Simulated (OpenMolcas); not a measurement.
# singlet [PH2]+ at 6 levels

Aim: a comparison of 6 runs (B3LYP/3-21G, M06-2X/3-21G, PBE0/3-21G, MP2/3-21G, ACPF/3-21G, CCSD(T)/3-21G) of singlet [PH2]+. 

Program for the calculation: OpenMolcas 26.06.

### 1 Starting point

[PH2]+: 3 atoms, total charge +1, spin state singlet. SMILES of the parent species: `[PH2]`. The coordinates come from a GFN2-xTB relaxation. That shape belongs to the parent species and isn't relaxed for this state.

Bond lengths: P1–H2 1.392 Å, P1–H3 1.392 Å. Angles: H2–P1–H3 91.4°.

### 2 The energy at B3LYP/3-21G (run 1)

File calc.inp:

```
* H2P Kohn-Sham DFT

&gateway
 baslib = $CurrDir
 coord
 3
 angstrom
 P        0.514470      -0.302750       0.252680
 H        0.111510       1.027360       0.172420
 H       -0.625980      -0.724620      -0.425100
 basis = 3-21G
 group = NoSym

&seward
 gridinput
 Grid=UltraFine
 End of Grid

&scf
 charge = 1
 ksdft = B3LYP
 thresholds = 1e-10 1e-07 1e-07 1e-05
 prorbitals = 1 1
```

The basis set 3-21G is read from a file made from the Basis Set Exchange's data (not shown).

On the command line:

```
$ export MOLCAS_MEM=1860
$ pymolcas calc.inp > calc.log
```

The program printed:

```text
--- Start Module: gateway ---
[...]
--- Stop Module: gateway /rc=_RC_ALL_IS_WELL_ ---
--- Start Module: seward ---
[...]
      Basis functions           17
--- Stop Module: seward /rc=_RC_ALL_IS_WELL_ ---
--- Start Module: scf ---
[...]
       Convergence after  12 Iterations
[...]
::    Total KS-DFT energy                            -340.3944277114
[...]
      Total spin, S                                     0.0000000000
[...]
      Total electronic charge=   16.000000
      Total            charge=    1.000000
[...]
      Dipole Moment (debye):
      Origin of the operator (angstrom)=    0.4673   -0.2750    0.2295
                   X= -1.3278E+00               Y=  7.8136E-01               Z= -6.5215E-01           Total=  1.6730E+00
      Center of Charge (angstrom)
[...]
--- Stop Module: scf /rc=_RC_ALL_IS_WELL_ ---
[...]
```

It took 2.9 s on 1 thread of Arm Neoverse V2, shared host; peak memory 0.37 GiB.

### 3 The energy at M06-2X/3-21G (run 2)

File calc.input:

```
* H2P Kohn-Sham DFT

&gateway
  baslib
  $CurrDir
  coord
  3
  angstrom
  P        0.514470      -0.302750       0.252680
  H        0.111510       1.027360       0.172420
  H       -0.625980      -0.724620      -0.425100
  basis
  3-21G
  group
  NoSym

&seward
  gridinput
  Grid=UltraFine
  End of Grid

&scf
  charge
  1
  ksdft
  M062X
  thresholds
  1e-10 1e-07 1e-07 1e-05
  prorbitals
  1 1
```

The basis set 3-21G is read from a file made from the Basis Set Exchange's data (not shown).

On the command line:

```
$ export MOLCAS_MEM=1860
$ pymolcas calc.input > calc.log
```

The program printed:

```text
--- Start Module: gateway ---
[...]
--- Stop Module: gateway /rc=_RC_ALL_IS_WELL_ ---
--- Start Module: seward ---
[...]
      Basis functions           17
--- Stop Module: seward /rc=_RC_ALL_IS_WELL_ ---
--- Start Module: scf ---
[...]
       Convergence after  12 Iterations
[...]
::    Total KS-DFT energy                            -340.3380599010
[...]
      Total spin, S                                     0.0000000000
[...]
      Total electronic charge=   16.000000
      Total            charge=    1.000000
[...]
      Dipole Moment (debye):
      Origin of the operator (angstrom)=    0.4673   -0.2750    0.2295
                   X= -1.3649E+00               Y=  8.0316E-01               Z= -6.7034E-01           Total=  1.7197E+00
      Center of Charge (angstrom)
[...]
--- Stop Module: scf /rc=_RC_ALL_IS_WELL_ ---
[...]
```

Run time: 3.3 s. Hardware: 1 thread of Arm Neoverse V2, shared host; peak memory 0.37 GiB.

Run 3 isn't shown in full; the table further down has it.

### 4 The energy at MP2/3-21G (run 4)

File calc.input:

```
&GATEWAY
 BasLib=$CurrDir
 Coord
 3
 angstrom
 P        0.514470      -0.302750       0.252680
 H        0.111510       1.027360       0.172420
 H       -0.625980      -0.724620      -0.425100
 Basis=3-21G
 Group=NoSym

&SEWARD

&SCF
 Charge=1
 Thresholds=1e-10 1e-07 1e-07 1e-05
 PrOrbitals=1 1

&MBPT2
 Frozen=5
```

The basis set 3-21G is read from a file made from the Basis Set Exchange's data (not shown).

On the command line:

```
$ export MOLCAS_MEM=1860
$ pymolcas calc.input > calc.log
```

The program printed:

```text
--- Start Module: gateway ---
[...]
--- Stop Module: gateway /rc=_RC_ALL_IS_WELL_ ---
[...]
      Basis functions           17
[...]
--- Start Module: scf ---
[...]
       Convergence after  12 Iterations
[...]
::    Total SCF energy                               -339.7663588822
[...]
      Total spin, S                                     0.0000000000
[...]
      Total electronic charge=   16.000000
      Total            charge=    1.000000
[...]
      Dipole Moment (debye):
      Origin of the operator (angstrom)=    0.4673   -0.2750    0.2295
                   X= -1.3401E+00               Y=  7.8856E-01               Z= -6.5816E-01           Total=  1.6884E+00
      Center of Charge (angstrom)
[...]
--- Stop Module: scf /rc=_RC_ALL_IS_WELL_ ---
--- Start Module: mbpt2 ---
[...]
WARNING!
Default frozen orbitals as non valence orbitals is overwritten by user input.
Default values:   5
[...]
       Reference weight ( Cref**2 )         =        0.97587
::    Total MBPT2 energy                             -339.8147143864
[...]
      Total MBPT2 calculations                           0.03      0.03
--- Stop Module: mbpt2 /rc=_RC_ALL_IS_WELL_ ---
[...]
```

It took 1.4 s on 1 thread of Arm Neoverse V2, shared host; peak memory 0.37 GiB.

Run 5 isn't shown in full; the table further down has it.

### 5 A single-point energy at CCSD(T)/3-21G (run 6)

calc.input, as its differences from that of step 4:

```diff
@@ -1 +1,3 @@
+* H2P CCSD(T)
+
 &GATEWAY
@@ -18,3 +20,20 @@
 
-&MBPT2
+&RASSCF
+ FileOrb=$Project.ScfOrb
+ Spin=1
+ Nactel=0 0 0
+ Inactive=8
+ Ras2=0
+ OutOrbitals=Canonical
+ OrbListing=Nothing
+
+&MOTRA
+ JobIph
  Frozen=5
+
+&CCSDT
+ CCT
+ Triples=2
+ Iterations=80
+ Accuracy=1e-08
+ Extrapolation=5 4
```

The basis set 3-21G is read from a file made from the Basis Set Exchange's data (not shown).

On the command line:

```
$ export MOLCAS_MEM=1860
$ pymolcas calc.input > calc.log
```

The program printed:

```text
--- Start Module: gateway ---
[...]
--- Stop Module: gateway /rc=_RC_ALL_IS_WELL_ ---
[...]
      Basis functions           17
[...]
       Convergence after  12 Iterations
[...]
::    Total SCF energy                               -339.7663588822
[...]
      Total spin, S                                     0.0000000000
[...]
      Number of active orbitals                  0
[...]
      Spin quantum number                      0.0
[...]
      Active orbitals                            0
[...]
      Number of CSFs                             1
[...]
      Number of root(s) required                 1
[...]
      Convergence after  4 iterations
[...]
      Natural orbitals and occupation numbers for root  1
      ************************************************************************************************************************
      *                                                    Final results                                                     *
      ************************************************************************************************************************
[...]
::    RASSCF root number  1 Total energy:   -339.76635888
[...]
      Total electronic charge=   16.000000
      Total            charge=    1.000000
[...]
      Dipole Moment (debye):
      Origin of the operator (angstrom)=    0.4673   -0.2750    0.2295
                   X= -1.3401E+00               Y=  7.8856E-01               Z= -6.5816E-01           Total=  1.6884E+00
      Center of Charge (angstrom)
[...]
--- Start Module: motra ---
[...]
--- Stop Module: motra /rc=_RC_ALL_IS_WELL_ ---
--- Start Module: ccsdt ---
[...]
      Convergence after                    14  Iterations
      Total energy (diff) :    -339.83498191       0.00000000
[...]
 METHOD                       : CCSD+T(CCSD)+<T3(1)WT1> = CCSD(T)
[...]
       CCSD     =      -339.8349819084632
[...]
```

Wall time 1.8 s (1 thread of Arm Neoverse V2, shared host); peak memory 0.37 GiB.

### 6 Overview of the runs

```
run          level  integration grid  frozen core orbitals  energy (Eh)  HOMO energy (eV)  LUMO energy (eV)  HOMO–LUMO gap (eV)  wall time
  1    B3LYP/3-21G         UltraFine                     –  -340.394428            -16.66            -13.23                3.43      2.9 s
  2   M06-2X/3-21G         UltraFine                     –  -340.338060            -17.95            -11.84                6.11      3.3 s
  3     PBE0/3-21G         UltraFine                     –  -340.235568            -16.86            -12.99                3.87      2.7 s
  4      MP2/3-21G                 –                     5  -339.814714            -19.80             -8.88               10.92      1.4 s
  5     ACPF/3-21G                 –                     5  -339.835316            -19.80             -8.88               10.92      1.4 s
  6  CCSD(T)/3-21G                 –                     5  -339.835520            -19.80             -8.88               10.92      1.8 s
```

### 7 Outcome

```
                                          quantity          value
                               run 6: total energy  -339.83552 Eh
        run 6: HOMO energy (Hartree–Fock orbitals)      -19.80 eV
        run 6: LUMO energy (Hartree–Fock orbitals)       -8.88 eV
      run 6: HOMO–LUMO gap (Hartree–Fock orbitals)       10.92 eV
run 6: correlation energy (5 core orbitals frozen)      -69.2 mEh
                             run 6: (T) correction      -0.54 mEh
```

Over runs 1, 2, 3 the HOMO–LUMO gap runs from 3.43 eV (B3LYP/3-21G) to 6.11 eV (M06-2X/3-21G). Totals of different functionals can't be ranked against each other. All runs together took 14 s, the longest 3.3 s.
